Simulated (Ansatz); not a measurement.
# CH₃Cl + SiH₃ radical: a complex and its separated parts

The complex below is one end of an elementary step. How strongly is it bound against its free parts?

Program: Ansatz 0.2.0, Gaussian basis. Level of theory: PBE0-D4/def2-TZVP structures, single points in def2-TZVPP, no counterpoise correction. These are calculated values, not measurements.

Levels: SPW92, PBE-D4, BLYP-D4, r2SCAN-D4, B97M-V, PBE0-D4, B3LYP-D4, r2SCAN0-D4, BHLYP-D4, CAM-B3LYP-D4, wB97X-V, wB97M-V, B2PLYP, PBE-QIDH, RPA on PBE, Hartree-Fock, MP2, CCSD, CCSD(T).

Cores are frozen in the correlated methods. Orbitals are unrestricted. B3LYP uses VWN-RPA correlation. B2PLYP carries no dispersion term here.

94 further runs of the same task are left out: 94 set aside as unsound or not needed. Runs told in other sessions of the task aren't counted.

### 1 Starting geometry

The complex: 9 atoms, charge 0, spin multiplicity 2.

Atoms are counted from 1 here; the program's logs count them from 0.

Bond lengths: H1–C2 1.088 Å, C2–Cl3 1.774 Å, C2–H5 1.087 Å, C2–H6 1.087 Å, Si4–H7 1.485 Å, Si4–H8 1.489 Å, Si4–H9 1.484 Å. Angles: H1–C2–Cl3 108.3°, H1–C2–H5 110.4°, H1–C2–H6 110.5°, Cl3–C2–H5 108.5°, Cl3–C2–H6 108.6°, H5–C2–H6 110.4°, H7–Si4–H8 110.9°, H7–Si4–H9 111.8°, H8–Si4–H9 110.9°.

Geometry (Å):

```xyz
9

H    -0.4587   -1.1985    0.7987
C    -1.3471   -1.4076    0.2059
Cl   -1.4478   -0.2012   -1.0911
Si    1.5454    1.3772    0.0425
H    -2.2407   -1.3301    0.8205
H    -1.2804   -2.3951   -0.2443
H     1.9003    0.8833   -1.3118
H     2.7639    1.7819    0.7955
H     0.5649    2.4902   -0.0157
```

Its parts: CH₃Cl holds atoms 1, 2, 3, 5, 6; SiH₃ radical holds atoms 4, 7, 8, 9. Each part counts its atoms afresh in its own runs.

### 2 Relaxing CH₃Cl alone

The input, relax-a/in.yaml:

```yaml
crystal:
  periodic: [false, false, false]
  atoms:
    - {symbol: H, position_ang: [-0.458739, -1.198485, 0.798746]}
    - {symbol: C, position_ang: [-1.347077, -1.407593, 0.205850]}
    - {symbol: Cl, position_ang: [-1.447776, -0.201240, -1.091078]}
    - {symbol: H, position_ang: [-2.240692, -1.330065, 0.820506]}
    - {symbol: H, position_ang: [-1.280411, -2.395130, -0.244333]}
basis:
  gaussian: {orbitals: def2-TZVP}
hamiltonian: {xc: pbe0, dispersion: d4}
relax: {f_tol: 0.005, max_steps: 200}
```

On the command line:

```console
ansatz run in.yaml --threads 4 --pin off --events-out ev --progress --plain --max-ram 9574MiB
```

After this run come: Relaxing SiH₃ radical alone; SPW92/def2-TZVPP; PBE-D4/def2-TZVPP; BLYP-D4/def2-TZVPP; r2SCAN-D4/def2-TZVPP; B97M-V/def2-TZVPP; PBE0-D4/def2-TZVPP; B3LYP-D4/def2-TZVPP; r2SCAN0-D4/def2-TZVPP; BHLYP-D4/def2-TZVPP; CAM-B3LYP-D4/def2-TZVPP; wB97X-V/def2-TZVPP; wB97M-V/def2-TZVPP; B2PLYP/def2-TZVPP; PBE-QIDH/def2-TZVPP; RPA on PBE/def2-TZVPP; CCSD(T)/def2-TZVPP; Vibrations of CH₃Cl; Vibrations of SiH₃ radical.

Q: Predict the outcome of this session. Wanted: complex less parts, CCSD(T)/def2-TZVPP; with zero-point energy; largest T1 diagnostic.

The runs gave:

| quantity | value |
| --- | --- |
| complex less parts, CCSD(T)/def2-TZVPP | -1.10 kcal/mol |
| with zero-point energy | -0.45 kcal/mol |
| largest T1 diagnostic | 0.016 |

**Reading.** At CCSD(T) the complex lies 1.10 kcal/mol below its parts. PBE-QIDH is the best functional here (+0.14 kcal/mol from CCSD(T)); SPW92 is the worst (-2.18 kcal/mol). By rung, the mean size of the error is: LDA 2.18, GGA 1.05, meta-GGA 0.61, hybrid 0.77, range-separated hybrid 0.45, double hybrid 0.37 kcal/mol. The double hybrids carry no dispersion term here, unlike the levels marked D4 or V. PBE-D4 gives a relative energy 1.16 kcal/mol too low, an error of 106 % of the reference. The complex's frequency run has imaginary modes: the structure is no minimum, so both the energy and the zero-point correction are in doubt. No counterpoise was applied, and triple zeta lacks some correlation, so the CCSD(T) reference has a basis error of its own, and close matches with it are partly luck.
